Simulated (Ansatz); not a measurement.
C4H7NO can be A, `CC(=N)C(C)=O`, or B, `CN/C=C/C=O`.

Calculated with Ansatz (gas phase, PBE0-D4/def2-TZVP geometries, no zero-point term in ΔE). CCSD(T)/CBS is the MP2 limit (def2-TZVPP, def2-QZVPP) plus CCSD(T) − MP2 in def2-TZVPP, frozen cores. DFT in def2-TZVPP. B3LYP here is the variant with VWN-RPA as its local correlation; programs differ in this. One conformer a species, not always the lowest.

A:

```xyz
13

C     0.017    1.887    0.015
C    -0.126    0.452   -0.371
N    -0.514   -0.006   -1.488
C     0.235   -0.560    0.699
C     0.110   -2.011    0.355
O     0.608   -0.166    1.778
H    -0.264    2.542   -0.811
H     1.046    2.098    0.315
H    -0.603    2.109    0.886
H    -0.732    0.751   -2.138
H     0.393   -2.610    1.217
H    -0.913   -2.237    0.046
H     0.742   -2.248   -0.503
```

B:

Z-matrix (Å, degrees):
```
C
N 1 1.439
H 1 1.096 2 112.6
H 1 1.092 2 110.3 3 -121.4
H 1 1.091 2 109.2 3 120.3
C 2 1.344 1 123.7 3 -93.3
H 2 1.007 1 117.4 3 72.4
C 6 1.352 2 127.3 1 170.7
H 6 1.089 2 114.3 1 -10.5
C 8 1.438 6 119.3 2 178.2
H 8 1.085 6 122.3 2 -1.8
O 10 1.212 8 125.9 6 179.9
H 10 1.116 8 113.9 6 0.1
```

Q: Which isomer does CCSD(T)/CBS put lower? Give the gap. (Best estimate.)

A: The calculation gave: A, by 48.7 kJ/mol.

Q: Give E(B) − E(A) in kJ/mol with LDA (SPW92), PBE0-D4, HF/def2-TZVPP, MP2/def2-TZVPP, B2PLYP, B3LYP-D4, r2SCAN-D4. (Best estimate.)

A: The calculation gave: LDA (SPW92) 13.2, PBE0-D4 28.8, HF/def2-TZVPP 43.1, MP2/def2-TZVPP 45.5, B2PLYP 33.3, B3LYP-D4 28.3, r2SCAN-D4 28.3. None reverses the order clearly.

Q: Does the order hold for the free energy at 298.15 K (harmonic terms from PBE0-D4)? (An estimate is asked.)

A: The calculation gave: Yes: G(B) − G(A) = +51.9 kJ/mol, for one conformer each. Modes under 60 cm⁻¹, often nearly free rotors, make the harmonic entropy too high.

Largest T1 diagnostic: 0.015.

From PBE to PBE0 (25 % exact exchange), in def2-TZVPP and without D4, E(B) − E(A) moves by +6.9 kJ/mol. At CCSD(T), def2-SVP lies +8.1 kJ/mol from the extrapolated value and def2-TZVPP +3.4 kJ/mol.
